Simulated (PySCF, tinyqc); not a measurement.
Worked calculation (part 2 of 2): RHF in the sto-3g basis, for CH+, spin multiplicity 1. The lowest restricted solution is unstable here: a spin-polarised one lies 0.0837 hartree lower (PySCF). Computed by tinyqc, a small Python program that keeps every step (integrals from PySCF). Command: `OMP_NUM_THREADS=1 python tinyqc.py 30838 30839 out.jsonl` (the two numbers bound the seeds that draw the settings). One thread of a shared host (Intel(R) Xeon(R) Processor @ 2.60GHz), about 0.09 s of CPU time with the checks.

Geometry (angstrom):
```
atom         x         y         z
C     0.000000  0.000000  0.000000
H     0.000000  0.000000  2.223000
```

## Convergence

Stop when the energy changes by less than 1e-08 hartree and every element of the error matrix X^T (F D S - S D F) X is below 3e-05.

Course of the cycle:
```
iteration   E (hartree)     change  largest element of the error matrix
1          -37.09961162          -                             1.06e-01
2          -37.24134845  -1.42e-01                             1.41e-01
3          -37.26113811  -1.98e-02                             4.60e-02
4          -37.26392320  -2.79e-03                             1.81e-02
5          -37.26427678  -3.54e-04                             6.12e-03
6          -37.26432036  -4.36e-05                             2.24e-03
7          -37.26432569  -5.33e-06                             7.69e-04
8          -37.26432634  -6.53e-07                             2.77e-04
9          -37.26432642  -8.01e-08                             9.59e-05
10         -37.26432643  -9.86e-09                             3.43e-05
11         -37.26432644  -1.22e-09                             1.19e-05
```

PySCF RHF in the same basis = -37.26432644 hartree

Converged in 11 iterations.

## Populations, bond orders and dipole

D after iteration 11, order 1C 1s, 1C 2s, 1C 2px, 1C 2py, 1C 2pz, 2H 1s:
$$\begin{pmatrix}
2.130214 & -0.524516 & 0.000000 & 0.000000 & 0.032212 & -0.018022 \\
-0.524516 & 2.113400 & 0.000000 & 0.000000 & -0.133871 & 0.047675 \\
0.000000 & 0.000000 & 0.000000 & 0.000000 & 0.000000 & 0.000000 \\
0.000000 & 0.000000 & 0.000000 & 0.000000 & 0.000000 & 0.000000 \\
0.032212 & -0.133871 & 0.000000 & 0.000000 & 1.337770 & 0.803271 \\
-0.018022 & 0.047675 & 0.000000 & 0.000000 & 0.803271 & 0.490153
\end{pmatrix}$$

overlap S, order 1C 1s, 1C 2s, 1C 2px, 1C 2py, 1C 2pz, 2H 1s:
$$\begin{pmatrix}
1.000000 & 0.248362 & 0.000000 & 0.000000 & 0.000000 & 0.004561 \\
0.248362 & 1.000000 & 0.000000 & 0.000000 & 0.000000 & 0.085952 \\
0.000000 & 0.000000 & 1.000000 & 0.000000 & 0.000000 & 0.000000 \\
0.000000 & 0.000000 & 0.000000 & 1.000000 & 0.000000 & 0.000000 \\
0.000000 & 0.000000 & 0.000000 & 0.000000 & 1.000000 & 0.112648 \\
0.004561 & 0.085952 & 0.000000 & 0.000000 & 0.112648 & 1.000000
\end{pmatrix}$$

Mulliken: Z minus the diagonal of D S on the atom; Loewdin: the same with S^(1/2) D S^(1/2); Mayer order: 2 sum_s sum (D(s) S)_ij (D(s) S)_ji over the two atoms.

Charges (e):
```
atom  Mulliken   Loewdin
1C    0.584655  0.589880
2H    0.415345  0.410120
```

Mayer bond orders:
```
pair     order
2-1   0.827488
```

dipole moment about the origin, x y z (debye): [0.000000, 0.000000, 4.812179]
